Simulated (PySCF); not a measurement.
Frontier levels across methods

C2H2F2.
Z-matrix (Å and degrees, PBE0-D3(BJ)/def2-SVP geometry), rows numbered from 1:
```
C 
C   1  1.3238
F   2  1.3103  1  125.00
F   2  1.3105  1  124.98  3  -179.99
H   1  1.0882  2  119.67  3  -179.95
H   1  1.0882  2  119.71  3     0.01
```

Basis pcSseg-2 throughout (PySCF), one geometry. Geometry: PBE0-D3(BJ)/def2-SVP; no solvent, vibrations or thermal averaging.

Task: How do the orbital energies, the gap and the dipole change with the method?

Result: 
```csv
method,kind,HOMO (eV),LUMO (eV),gap (eV),μ (D),SCF cycles
BLYP,GGA,-6.34,-0.59,5.76,1.04,14
OPBE,GGA,-6.40,-0.47,5.92,0.94,14
B97-D,GGA,-6.42,-0.56,5.86,1.03,14
PBE,GGA,-6.46,-0.65,5.81,1.00,14
KT2,GGA,-6.47,-0.58,5.89,1.04,13
KT3,GGA,-6.49,-0.58,5.92,1.03,14
BP86,GGA,-6.55,-0.73,5.81,1.00,14
LDA,LDA,-6.66,-0.92,5.74,1.09,14
B97-2,global hybrid,-7.49,0.34,7.83,1.14,14
B3LYP,global hybrid,-7.55,0.08,7.63,1.18,14
PBE0,global hybrid,-7.76,0.39,8.15,1.15,14
mPW1PW91,global hybrid,-7.78,0.38,8.16,1.16,14
BHandHLYP,global hybrid,-8.94,1.43,10.37,1.32,11
CAM-B3LYP,range-separated hybrid,-9.18,1.48,10.67,1.24,12
wB97X-D,range-separated hybrid,-9.63,2.25,11.89,1.15,13
LC-wPBE,range-separated hybrid,-10.55,2.74,13.29,1.21,12
HF,Hartree–Fock,-10.64,2.99,13.63,1.38,11
```

The HOMO spans 4.29 eV, from BLYP down to HF, and the gap runs from 5.74 eV (LDA) to 13.63 eV (HF). Over the methods BLYP (0 %), OPBE (0 %), B97-D (0 %), PBE (0 %), KT2 (0 %), KT3 (0 %), BP86 (0 %), LDA (0 %), B97-2 (21 %), B3LYP (20 %), PBE0 (25 %), mPW1PW91 (25 %), BHandHLYP (50 %), HF (100 %), a straight line through the gap against the share of exact exchange rises by 0.81 eV for each 10 % (correlation coefficient 0.996). The dipole ranges from 0.94 D (OPBE) to 1.38 D (HF). This basis has no diffuse functions.

Reference dipole: 1.39 D (measured, gas; NIST CCCBDB Release 22 (SRD 101), experimental dipoles); nearest here: HF (1.38 D). 

The vertical ΔSCF ionisation energy at B3LYP/def2-SVPD is 10.52 eV; −ε(HOMO) comes closest to it with LC-wPBE (10.55 eV).
